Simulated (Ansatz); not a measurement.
**Worked example: HAlGa⁺, triplet against HAlGa, quartet**

Geometry (PBE0/def2-TZVP stationary point of a quartet), kept for both states (HAlGa, quartet: Σ⁻; HAlGa⁺, triplet: Π):

| atom | x (Å) | y (Å) | z (Å) |
| --- | --- | --- | --- |
| Al | 0.0000 | 0.0000 | 0.2539 |
| Ga | 0.0000 | 0.0000 | -2.0897 |
| H | 0.0000 | 0.0000 | 1.8358 |

Basis 6-31G (Cartesian d functions); Ansatz 0.2.0. Correlated methods freeze the noble-gas cores and the filled d shells of p-block atoms. R marks a restricted (for open shells ROHF) determinant. No spin–orbit coupling is included, and no scalar relativity.

Full CI is exact within this basis and frozen core; it isn't the basis-set limit.

```json
{"level": "RCCSD(T)", "E(HAlGa, quartet) (hartree)": "-2165.394800", "E(HAlGa⁺, triplet) (hartree)": "-2165.151525"}
{"level": "PBE", "E(HAlGa, quartet) (hartree)": "-2166.984358", "E(HAlGa⁺, triplet) (hartree)": "-2166.725656"}
{"level": "PBE0", "E(HAlGa, quartet) (hartree)": "-2167.052955", "E(HAlGa⁺, triplet) (hartree)": "-2166.794988"}
{"level": "full CI", "E(HAlGa, quartet) (hartree)": "-2165.395817", "E(HAlGa⁺, triplet) (hartree)": "-2165.152298"}
```

**Question.** Give the vertical gap, HAlGa⁺ triplet less HAlGa quartet, at each level in eV (1 hartree = 27.2114 eV), and each error against full CI.

**Answer.** full CI: (-2165.152298 − (-2165.395817)) × 27.2114 = 6.626 eV (the reference)
PBE0: (-2166.794988 − (-2167.052955)) × 27.2114 = 7.020 eV, error 0.394 eV
PBE: (-2166.725656 − (-2166.984358)) × 27.2114 = 7.040 eV, error 0.414 eV
RCCSD(T): (-2165.151525 − (-2165.394800)) × 27.2114 = 6.620 eV, error -0.006 eV

Total energies of functionals can't be set beside those of wave-function methods, since they hold the core's correlation and their own absolute errors; only the differences compare.

The set has no polarisation functions, so the order and spacing of states can differ from the basis-set limit.

In so small a basis the reference is far from its limit while semilocal and hybrid functionals are nearer theirs, so the functionals' errors here hold much of the reference's basis and frozen-core error, which can add to them or hide them.

Each level lands on the state that its own search finds. T1 diagnostics of restricted CCSD: 0.035 and 0.041.
